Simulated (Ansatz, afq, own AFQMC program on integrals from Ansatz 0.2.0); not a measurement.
## Where AFQMC and coupled cluster stand for BNH₂, triplet

```xyz
4

B     0.0000    0.0000    2.2295
N     0.0000    0.0000   -1.4335
H     0.0000   -0.8409   -1.9969
H     0.0000    0.8409   -1.9969
```

Connectivity, by distances: B ··· NH2.

Basis cc-pVDZ. Noble-gas cores (and the filled d shells of Ga–Kr and In–Xe) are frozen. AFQMC by an in-house program on the Cholesky factors that Ansatz 0.2.0 writes for its CCSD(T) run. The CISD trial takes its coefficients from CCSD amplitudes. Released means that phaseless walkers are propagated on without the constraint, phases kept. Error bars are statistical, one sigma.

Determinant: UHF, the one that the program's search chose, which needn't be the lowest solution. The geometry is a point of a scan.

No full CI on the walks' own integrals is used here; CCSDT(Q) serves as the reference and is uncertain by about the last step of the cluster series.

Cautions: lower spins were not checked; the released energies are still falling, so no released level is given (meV from the phaseless value at times in 1/Eh: 7 ± 11 at 0.24, 8 ± 11 at 0.51, -12 ± 10 at 0.99, -18 ± 13 at 1.62, -31 ± 16 at 2.40), though the last usable value meets CCSDT(Q) within the noise.

```
T1 diagnostic                               : 0.0098
weight of the determinant in the CISD state : 0.887
⟨S²⟩ of the determinant                     : 2.017
size of the correlated space                : 10 electrons in 36 orbitals
```

```
  level  correlation energy (eV)
    MP2                  -4.8869
   CCSD                  -6.0077
CCSD(T)                  -6.1006
```

(1) Estimate where phaseless AFQMC with a CISD trial lies against CCSD(T) on the same integrals.

(1) 0.29 ± 0.38 mEh below CCSD(T). The gap is under twice the noise, so this walk alone can't tell the two apart.

Reference: CCSDT(Q), correlation energy -6.126 eV.

```json
{"level": "CCSD(T)", "E − E(reference) (mEh)": "0.92", "share of correlation (%)": "99.59"}
{"level": "CCSDT", "E − E(reference) (mEh)": "0.22", "share of correlation (%)": "99.90"}
{"level": "ph-AFQMC/CISD", "E − E(reference) (mEh)": "0.63 ± 0.38", "share of correlation (%)": "99.72"}
```

A walk keeps the symmetry of its determinant, which the program's search chose and which needn't be the lowest solution, so a lower state of the same spin and another symmetry isn't excluded.
